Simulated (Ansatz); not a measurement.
Hematite (α-Fe2O3), treated with PBE in Ansatz (PAW).

Settings: plane-wave cutoff 520 eV, 8×8×8 k mesh, Fermi–Dirac smearing 0.01 eV, spin-polarised with opposed moments, scalar-relativistic PAW data made under PBE.

A third-order Birch–Murnaghan fit to the energies gives V0 = 10.037 Å³/atom, B0 = 170 GPa, B′ = 3.6.

| V (Å³/atom) | P (GPa) |
|---|---|
| 9.636 | [?] |
| 9.837 | 3.56 |
| 10.038 | -0.01 |
| 10.238 | -3.26 |
| 10.439 | [?] |

Q: Estimate the withheld pressures from this fit; the answers are the runs' own values.

A: 
- 9.636, P (GPa): 7.44
- 10.439, P (GPa): -6.21

The formula P = (3/2) B0 (x^(7/3) − x^(5/3)) [1 + (3/4)(B′ − 4)(x^(2/3) − 1)] with x = V0/V meets the computed pressures within 0.02 GPa when these rounded values are put in.

Shape and atoms are relaxed at each volume.

Measured, for comparison: bulk modulus 204 GPa (300 K, copied from a table, unchecked, no zero-point or thermal correction, our sources range from 204 to 231; as tabulated in BurnMan's mineral tables). Computed (rounded) less measured: bulk modulus not scored (sources differ).

Note: without U or exact exchange, gaps and moments of open d shells tend to come out too small; the bulk modulus comes from volumes at which shape and atoms were relaxed.

Static lattice: no zero-point or thermal effects.

Computing time: roughly 50 core-minutes.

Ansatz is a first-principles code.
